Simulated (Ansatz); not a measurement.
A calculation with Ansatz (development build ahead of 0.2.0).

```yaml
crystal:
  periodic: [false, false, false]
  atoms:
    - { symbol: Si, position_ang: [-0.08253, -0.073, -0.57153] }
    - { symbol: O, position_ang: [-0.04354, 0.00941, 1.04012] }
basis:
  gaussian: { orbitals: aug-cc-pVDZ }
hamiltonian:
  xc: hf
correlation:
  method: mp2
  frozen_orbitals: { O: 1, Si: 5 }
```

The input is written out in the form of the current development build from the run's settings.

The run gave:

```yaml
Converged: yes
Reference_energy: -363.79133 hartree
Correlation_energy: -0.30172 hartree
Total_energy: -364.09305 hartree
Spin_squared_of_the_determinant: 0.000
```
